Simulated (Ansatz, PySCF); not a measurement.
Molecule: dichloromethane, CH2Cl2 (charge 0, singlet). SMILES: ClCCl
Structure (B3LYP-D3(BJ)/def2-TZVP (Ansatz, a first-principles code) minimum search):
```
C
H 1 1.0832
H 1 1.0832 2 111.91
Cl 1 1.7804 2 108.02 3 118.77
Cl 1 1.7804 2 108.02 3 -118.77
```

Quantity: vertical triplet-singlet gap, E(triplet) - E(singlet), in eV. Conventions: six Cartesian d functions in 6-31G* and its kin unless marked 5d; 6-311+G** with 5d, 6d on Na to Ar in Ansatz; no dispersion term unless named; each state is the SCF solution reached for its charge and spin; UHF or UKS for open shells; no spin-orbit coupling; valence correlation only; non-relativistic. First-principles rows: single points at B3LYP-D3(BJ) geometries (Ansatz). Levels can end on unlike triplets.

```
level               program  vertical triplet-singlet gap, E(triplet) - E(singlet) (eV)
------------------  -------  ----------------------------------------------------------
HF/6-31G*            Ansatz                                                        6.50
HF/6-311+G**         Ansatz                                                        6.48
PBE/6-311+G**        Ansatz                                                        5.82
B3LYP/STO-3G         Ansatz                                                        7.81
B3LYP/6-31G*         Ansatz                                                        6.39
B3LYP/6-311+G**      Ansatz                                                        6.24
M06-2X/6-31G* (5d)    PySCF                                                        6.85
MP2/6-31G*           Ansatz                                                        7.02
MP2/6-311+G**        Ansatz                                                        6.89
B3LYP/def2-TZVPD     Ansatz                                                        6.10
wB97M-V/def2-TZVPD   Ansatz                                                        6.60
```

No value to compare with is used here. The 9 habitual levels span 5.82 (PBE/6-311+G**) to 7.81 eV (B3LYP/STO-3G); B3LYP/def2-TZVPD gives 6.10.

The levels are drawn from those run, B3LYP/6-31G* more often than the rest, none by its result; runs whose electronic state is in doubt are left out.
